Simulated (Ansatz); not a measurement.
## Molecular dynamics, step by step

CH4BN (SMILES BN=C), singlet, SPW92/6-31G (Ansatz 0.2.0). Settings (timestep in fs, temperature in K; T counts 15 degrees of freedom):

```yaml
hamiltonian: {xc: lda}
md: {n_steps: 40, timestep: 0.75, temperature: 200, ensemble: nve, seed: 626, initial_velocities: maxwell_boltzmann}
```

Start (the SMILES describes the start alone):

| atom | x (Å) | y (Å) | z (Å) |
| --- | --- | --- | --- |
| B1 | -0.9882 | 0.3711 | -0.7530 |
| N2 | 0.0334 | -0.0083 | 0.0158 |
| C3 | 0.9727 | -0.3647 | 0.7398 |
| H4 | -2.0033 | -0.2039 | -0.6564 |
| H5 | -0.8307 | 1.2631 | -1.4944 |
| H6 | 1.6854 | -1.1231 | 0.4210 |
| H7 | 1.1306 | 0.0659 | 1.7271 |

| step | time (fs) | potential energy less the start (meV) | kinetic energy (meV) | T (K) |
| --- | --- | --- | --- | --- |
| 0 | 0.00 | 0.0 | 129.3 | 200 |
| 2 | 1.50 | 25.4 | 105.0 | 162 |
| 4 | 3.00 | 27.1 | 102.9 | 159 |
| 6 | 4.50 | 25.1 | 104.3 | 161 |
| 8 | 6.00 | 51.7 | 78.8 | 122 |
| 10 | 7.50 | 55.7 | 74.9 | 116 |
| 12 | 9.00 | 26.9 | 102.7 | 159 |
| 14 | 10.50 | 16.8 | 112.5 | 174 |
| 16 | 12.00 | 41.9 | 88.3 | 137 |
| 18 | 13.50 | 48.9 | 81.6 | 126 |
| 20 | 15.00 | 24.6 | 104.8 | 162 |
| 22 | 16.50 | 28.7 | 100.9 | 156 |
| 24 | 18.00 | 56.7 | 74.0 | 114 |
| 26 | 19.50 | 51.6 | 79.1 | 122 |
| 28 | 21.00 | 15.1 | 114.3 | 177 |
| 30 | 22.50 | 9.9 | 119.6 | 185 |
| 32 | 24.00 | 29.1 | 101.5 | 157 |
| 34 | 25.50 | 23.2 | 106.4 | 165 |
| 36 | 27.00 | 31.8 | 98.0 | 152 |
| 38 | 28.50 | 51.5 | 78.7 | 122 |
| 40 | 30.00 | 56.1 | 74.1 | 115 |

Step 4, positions (Å) and forces (eV/Å):

```csv
atom,x,y,z,Fx,Fy,Fz
B1,-0.988,0.369,-0.737,-0.063,1.268,-1.556
N2,0.031,-0.013,0.010,-0.059,-0.096,0.192
C3,0.972,-0.364,0.745,0.907,-0.720,-0.631
H4,-2.021,-0.183,-0.682,-0.742,-0.375,0.054
H5,-0.786,1.281,-1.565,-0.227,-0.472,0.581
H6,1.723,-1.094,0.385,-0.082,-0.023,0.216
H7,1.112,0.069,1.712,0.266,0.418,1.143
```

Step 8, positions (Å) and forces (eV/Å):

```csv
atom,x,y,z,Fx,Fy,Fz
B1,-0.989,0.376,-0.732,-1.448,0.708,-1.911
N2,0.027,-0.018,0.005,0.680,-0.439,0.916
C3,0.977,-0.367,0.747,0.691,0.335,0.570
H4,-2.094,-0.189,-0.703,0.665,0.311,0.058
H5,-0.759,1.267,-1.592,-0.324,-0.516,0.775
H6,1.756,-1.070,0.366,-0.291,0.084,0.410
H7,1.113,0.099,1.774,0.027,-0.483,-0.819
```

Step 36, positions (Å) and forces (eV/Å):

| atom | x | y | z | Fx | Fy | Fz |
| --- | --- | --- | --- | --- | --- | --- |
| B1 | -0.984 | 0.383 | -0.764 | 0.477 | 0.641 | 0.134 |
| N2 | 0.009 | -0.054 | 0.015 | 0.864 | 0.211 | 0.131 |
| C3 | 0.999 | -0.343 | 0.744 | -0.335 | -0.295 | 0.278 |
| H4 | -2.020 | -0.111 | -0.689 | -1.345 | -0.727 | 0.045 |
| H5 | -0.862 | 1.373 | -1.425 | 0.258 | 0.093 | -0.324 |
| H6 | 1.699 | -1.159 | 0.460 | 0.015 | 0.344 | 0.076 |
| H7 | 1.136 | 0.152 | 1.736 | 0.066 | -0.266 | -0.340 |

Last step (40):

```xyz
7
angstrom
B -0.9719 0.3776 -0.7553
N 0.0127 -0.0530 0.0155
C 0.9870 -0.3436 0.7359
H -2.0470 -0.1527 -0.6808
H -0.8490 1.4190 -1.4346
H 1.6788 -1.1541 0.4469
H 1.1413 0.1898 1.7415
```

The run took about 38 s on 2 CPU threads of an Intel Xeon (shared host).
